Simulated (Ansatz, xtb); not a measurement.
## C4H5−: which of two structures lies lower

Structure X is a singlet given by its coordinates and structure Y is `[C-]#CCC`, a singlet. Both are isolated ions in the gas phase, relaxed with PBE0-D3(BJ)/def2-SVPD.

X (Å):

```
atom    x (Å)    y (Å)    z (Å)
   C  -0.9424   2.3338   0.9359
   C  -1.3702   1.2505   0.2434
   C  -1.7755   0.2765  -0.4757
   C  -2.0522  -1.1338  -0.0753
   H  -1.6457   3.0389   1.3948
   H   0.1223   2.5841   1.0142
   H  -3.0974  -1.4179  -0.2987
   H  -1.8789  -1.3604   1.0038
   H  -1.4350  -1.8451  -0.6553
```

Close contacts (Å): C1–C2 1.36, C2–C3 1.28, C3–C4 1.49, C1–H5 1.10, C1–H6 1.10, C4–H7 1.11, C4–H8 1.12, C4–H9 1.11.

Y (Å):

```yaml
atoms:
  - { symbol: C, position_ang: [-1.1399, -0.3603, 2.9078] }
  - { symbol: C, position_ang: [-1.1498, 0.2269, 1.8071] }
  - { symbol: C, position_ang: [-1.1806, 0.8940, 0.5035] }
  - { symbol: C, position_ang: [-2.0499, 0.1798, -0.5364] }
  - { symbol: H, position_ang: [-0.1582, 0.9942, 0.0842] }
  - { symbol: H, position_ang: [-1.5485, 1.9365, 0.5994] }
  - { symbol: H, position_ang: [-3.0865, 0.1038, -0.1762] }
  - { symbol: H, position_ang: [-1.6852, -0.8457, -0.6955] }
  - { symbol: H, position_ang: [-2.0512, 0.7088, -1.5069] }
```

Energies in hartree; the thermal terms are from PBE0-D3(BJ)/def2-SVPD harmonic frequencies (ideal gas, rigid rotor, one conformer each, 298.15 K, 1 atm) and include the zero-point energy:

```
                               X           Y
E, CCSD(T)/def2-SVPD  −154.787779  −154.797192
    E, MP2/def2-SVPD  −154.725004  −154.735036
  E, MP2/def2-TZVPPD  −154.989993  −154.998504
   zero-point energy     0.068873     0.071904
        H(298 K) − E     0.075168     0.077740
        G(298 K) − E     0.041624     0.045060
```

Task: Correct the CCSD(T) difference for the basis set by the MP2 change, then work out ΔE, ΔE₀, ΔH and ΔG for X → Y in kcal/mol (1 Eh = 627.51 kcal/mol) and the equilibrium ratio [Y]/[X].

Result: 1. Differences Y − X: CCSD(T) −0.009413, MP2 in the small set −0.010032, MP2 in the large set −0.008511 Eh.
2. ΔE = −0.009413 + (−0.008511 − (−0.010032)) = −0.007892 Eh = −4.95 kcal/mol.
3. ΔE₀ = ΔE + ΔZPE = −0.007892 + (+0.003031) Eh = −3.05 kcal/mol.
4. ΔH = ΔE + (+0.002572) Eh = −3.34 kcal/mol.
5. ΔG = ΔE + (+0.003436) Eh = −2.80 kcal/mol, so ΔS = (ΔH − ΔG)/T = −7.6 J/(mol K).
6. kT = 0.9442 mEh, so K = [Y]/[X] = exp(−ΔG/kT) = exp(+4.72) ≈ 110.

Structure Y is favoured at this temperature. An error of 1 kcal/mol in ΔG would change K by a factor of 5.4. PBE0-D3(BJ)/def2-SVPD found them nearly level. GFN2-xTB gave ΔE the other sign. Mirror images and further conformers aren't counted.

Other levels gave ΔE = +10.2 (GFN2-xTB); −13.0 (HF/STO-3G, GFN2-xTB geometries); −0.8 (r2SCAN-D4/def2-SVPD, GFN2-xTB geometries); +0.4 (PBE0-D3(BJ)/def2-SVPD); −8.7 (HF/def2-SVPD); −6.3 (MP2/def2-SVPD); −5.9 (CCSD(T)/def2-SVPD) kcal/mol. The correlated steps freeze 4 core orbitals. Programs: Ansatz 0.2.0, xtb 6.7.1.
